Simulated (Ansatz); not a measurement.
Ansatz (a first-principles code) input (r2SCAN/def2-TZVP):

Ansatz 0.2 input:
```yaml
crystal:
  periodic: [false, false, false]
  atoms:
    - {symbol: O, position_ang: [-0.00000000, -0.00000000, -0.60212663]}
    - {symbol: O, position_ang: [0.00000000, 0.00000000, 0.60212663]}
basis:
  gaussian:
    orbitals: def2-TZVP
hamiltonian:
  xc: {name: r2SCAN}
magnetization: {spin_polarized: true, initial_magnetization: 2}
relax: {f_tol: 0.003, max_steps: 100}
```

End of the output:

```
mean field -4090.52819427 eV, -150.3241384798 hartree, gradient 1.9e-5 eV, S^2 2.009857; 0 other end points of the search recorded, 0 dependent functions left out
the calculation of the forces begins
reference -4090.52819780 eV, -150.3241386097 hartree; 9, 7 occupied and 53, 55 virtual orbitals, 302 factors
relax step   3: F+E_penalty+E_count = -4090.52819427 eV  Δ(F+E_penalty+E_count) = -1.238e-5 eV  max|allowed force component| = 2.647e-4 eV/Å  Δτ_max = 0.0003 Å  (32 SCF iters, accepted)
integrals: 0.01 GiB planned
302 factors; their error is unknown
mean field: 0.13 GiB planned
mean field evaluation 32: about -4090.5293 eV, gradient 3.5e-5 eV
mean field -4090.52819427 eV, -150.3241384798 hartree, gradient 1.9e-5 eV, S^2 2.009857; 1 other end points of the search recorded, 0 dependent functions left out
the calculation of the forces begins
reference -4090.52819780 eV, -150.3241386097 hartree; 9, 7 occupied and 53, 55 virtual orbitals, 302 factors
Total energy: -4090.52819780 eV, -150.3241386097 hartree
Atom 0 at     0.000000     0.000000    -0.603298 Å, force    -0.000000     0.000000    -0.000265 eV/Å
Atom 1 at    -0.000000    -0.000000     0.603298 Å, force     0.000000    -0.000000     0.000265 eV/Å
Dipole moment:     0.000000     0.000000    -0.000000 e Å
```
